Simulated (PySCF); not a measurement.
Species: s-BuOMe, C₅H₁₂O.
SMILES: `CC[C@H](C)OC`

All values: wB97X-D/def2-SVPD (PySCF, non-relativistic), on one gas-phase PBE0-D3(BJ)/def2-SVP geometry that isn't relaxed in the solvent. The solvent is an IEF-PCM continuum (Bondi radii, 1.10 Å for H, scaled by 1.2), and excitations are vertical TDDFT with non-equilibrium linear response and a frozen core. The model holds no explicit solvent molecules, cavitation or dispersion.

Gas-phase singlets (H = HOMO, L = LUMO):

```csv
state,E (eV),λ (nm),f,leading configurations
S1,7.470,166,0.013,H→L 87%
S2,8.285,150,0.004,"H→L+1 70%, H→L+5 12%"
S3,8.337,149,0.052,"H→L+2 65%, H→L+3 17%"
S4,8.498,146,0.019,"H→L+3 62%, H→L+2 20%"
S5,8.914,139,0.011,H-1→L 86%
```

Task: Give the list for chloroform (ε = 4.711), n² = 2.09.

Result: 
```
state  E (eV)  λ (nm)      f  leading configurations  change by rank (eV)
   S1   7.533     165  0.011                 H→L 85%               +0.063
   S2   8.340     149  0.049    H→L+1 37%, H→L+2 24%               +0.055
   S3   8.396     148  0.037    H→L+1 34%, H→L+3 27%               +0.059
   S4   8.547     145  0.021    H→L+3 52%, H→L+2 38%               +0.049
   S5   8.960     138  0.006               H-1→L 84%               +0.046
```

Task: Give the list for tetrahydrofuran (ε = 7.426), n² = 1.97.

Result: 
```
state  E (eV)  λ (nm)      f  leading configurations  change by rank (eV)
   S1   7.545     164  0.009                 H→L 85%               +0.075
   S2   8.347     149  0.054    H→L+1 31%, H→L+2 27%               +0.062
   S3   8.414     147  0.030    H→L+1 42%, H→L+3 22%               +0.077
   S4   8.565     145  0.020    H→L+3 52%, H→L+2 39%               +0.067
   S5   8.971     138  0.005               H-1→L 84%               +0.057
```

Task: The ground-state energy changes by -0.092 eV from gas to tetrahydrofuran. By how much does the total energy of gas-phase S1 change?

Result: E(S1) = E(S0) + excitation energy, so it changes by -0.092 + 0.075 = -0.017 eV: it is lowered less than the ground state, which is what a blue shift means. This is the vertical state, with the slow part of the continuum still set for S0.

Task: How do the frontier levels move from gas to tetrahydrofuran?

Result: 
```tsv
orbital	gas (eV)	solvent (eV)	change (eV)
LUMO+2	2.97	3.08	+0.11
LUMO+1	2.89	3.00	+0.11
LUMO	2.41	2.51	+0.10
HOMO	-9.27	-9.27	0.00
HOMO-1	-10.59	-10.58	+0.01
HOMO-2	-11.30	-11.25	+0.05
HOMO-3	-11.39	-11.35	+0.04
```

The HOMO–LUMO gap goes from 11.68 to 11.78 eV.

Shape of the structure used: `[CH3:1][CH2:2][C@H:3]([CH3:4])[O:5][CH3:6]`: C1–C2–C3–C4 -177°, C2–C3–O5–C6 -159°.

wB97X-D is run here without its empirical dispersion term; that term would change no orbital, density or response property at a fixed geometry.
